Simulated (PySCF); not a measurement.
Consider `C/C=C/C` (C4H8). Numbering: `[CH3:1]/[CH:2]=[CH:3]/[CH3:4]`

These are calculated values, PBE0-D3(BJ)/ma-def2-TZVP in PySCF (grid level 2) at geometries from PBE0-D3(BJ)/ma-def2-SVP. The prefix ma- adds one diffuse s and one diffuse p function on all atoms but H. Zero-point and thermal terms (298.15 K, 1 bar) come from unscaled PBE0-D3(BJ)/ma-def2-SVP harmonic frequencies, with soft modes damped to free rotors in the entropy.

(1) What are the vertical and the adiabatic ionisation energy for forming the radical cation?

(2) Where does the unpaired spin of the relaxed radical cation sit?

(3) What oxidation potential follows in acetonitrile (IEF-PCM), given that Fc+/Fc comes at 4.40 V absolute with this functional and basis?

(4) How far is −ε(HOMO) from the vertical value by ΔSCF?

Answers

(1) 9.02 eV vertical and 8.71 eV adiabatic, the latter with zero-point energy.

(2) C2 (alkene carbon) 0.42, C3 (alkene carbon) 0.42 (intrinsic atomic orbital populations).

(3) In the gas phase ΔG of oxidation is 8.664 eV, and solvation is -6.5 kJ/mol for the parent and -240.8 kJ/mol for the product, so the absolute potential is 6.24 V, or 1.83 V against Fc+/Fc. Fc+/Fc in acetonitrile, 4.40 V, is PBE0-D3(BJ)/ma-def2-TZVP on PBE0-D3(BJ)/def2-SVP structures with GFN2-xTB thermal terms. Benchmark calculations put it near 5.0 V in acetonitrile and DMSO, so it is about 0.6 V low, and the value against it can read up to that much too high. The solvent is electrostatics only, on gas-phase structures; the absolute scale refers to an electron at rest in vacuum.

(4) −ε(HOMO) = 6.88 eV, which is 2.13 eV below the ΔSCF value.

Differences come from unrounded values, so a last digit can differ from that of the printed terms.
